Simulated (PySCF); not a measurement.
C₄H₃NO.
Atom-mapped SMILES: `[H]/[N:1]=[CH:2]\[C:3]#[C:4][CH:5]=[O:6]` (hydrogens: H7 on N1; H8 on C2; H9 on C5)

Computed by this run: PySCF, PBE0-D3(BJ)/def2-SVP geometry optimisation, gas phase; density fitting, grid level 1; the optimiser is geomeTRIC in internal coordinates, started from a GFN2-xTB structure with every atom displaced at random (about 0.01 Å).

Step 3: E = -7716.0075 eV
```
atom  x, y, z in Å  |  force x, y, z in eV/Å
N1     -2.4781   -0.4572    0.8858    0.632   0.162  -0.409
C2     -1.7932    0.0893   -0.0485   -0.339  -0.091   0.219
C3     -0.3639    0.1110   -0.1775   -0.479  -0.085   0.045
C4      0.8429    0.1190   -0.3154    0.342   0.075   0.172
C5      2.2913    0.1334   -0.3497   -0.059   0.117   0.015
O6      2.9456   -0.7052   -0.9063    0.201  -0.178  -0.130
H7     -1.8193   -0.9022    1.5349   -0.130  -0.072   0.198
H8     -2.3341    0.6078   -0.8517   -0.078   0.085  -0.096
H9      2.7671    0.9872    0.1945   -0.089  -0.013  -0.014
```

Step 4: E = -7716.0196 eV
```
atom  x, y, z in Å  |  force x, y, z in eV/Å
N1     -2.4541   -0.4636    0.8823    0.245   0.190  -0.217
C2     -1.8001    0.0952   -0.0627   -0.162  -0.153   0.296
C3     -0.3726    0.1131   -0.1933   -0.004   0.027  -0.029
C4      0.8406    0.1113   -0.3036    0.028  -0.076   0.037
C5      2.2892    0.1232   -0.3475    0.078   0.134   0.059
O6      2.9639   -0.6987   -0.9089   -0.044  -0.094  -0.074
H7     -1.8022   -0.8938    1.5503   -0.064  -0.034  -0.035
H8     -2.3580    0.6183   -0.8545   -0.036  -0.013  -0.042
H9      2.7515    0.9781    0.2040   -0.042   0.019   0.005
```

Step 5: E = -7716.0201 eV
```
atom  x, y, z in Å  |  force x, y, z in eV/Å
N1     -2.4456   -0.4556    0.8805   -0.110  -0.040  -0.007
C2     -1.7979    0.0993   -0.0636    0.026  -0.073   0.083
C3     -0.3700    0.1143   -0.1872    0.184   0.030  -0.107
C4      0.8454    0.1114   -0.2878   -0.153   0.074   0.116
C5      2.2936    0.1309   -0.3425   -0.114  -0.127  -0.085
O6      2.9388   -0.7101   -0.9130    0.112   0.073   0.033
H7     -1.8101   -0.9103    1.5472    0.008   0.073  -0.047
H8     -2.3586    0.6128   -0.8628    0.018   0.010   0.038
H9      2.7627    0.9903    0.1952    0.029  -0.021  -0.025
```

Question: Estimate the geometry and energy of step 6. (The exact step hangs on the optimiser's Hessian estimate; all steps are aligned on step 5, rigid shifts and turns removed.)

Answer: E = -7716.0226 eV, largest force 0.084 eV/Å
```
atom  x, y, z in Å  |  force x, y, z in eV/Å
N1     -2.4538   -0.4536    0.8796   -0.066  -0.052   0.009
C2     -1.7963    0.0975   -0.0594    0.001  -0.016   0.008
C3     -0.3678    0.1123   -0.1846    0.061   0.004  -0.043
C4      0.8464    0.1093   -0.2867   -0.032   0.002   0.050
C5      2.2947    0.1288   -0.3471   -0.028  -0.049  -0.034
O6      2.9517   -0.7041   -0.9160    0.011   0.044   0.016
H7     -1.8237   -0.9100    1.5492    0.016   0.049  -0.012
H8     -2.3527    0.6129   -0.8599    0.017   0.020   0.018
H9      2.7599    0.9899    0.1910    0.019  -0.001  -0.013
```

The energy changes by -0.0025 eV. The first-order estimate −F·Δx gives -0.0036 eV and the mean of the old and new forces, exact on a quadratic surface, -0.0023 eV. The step makes an angle of 70° with the force vector and moves no atom by more than 0.015 Å.

The cost below is that of the whole optimisation. Time: 31 s wall; peak memory 0.39 GiB. Hardware: one thread, Arm Neoverse V1 (aarch64), no GPU, shared host.
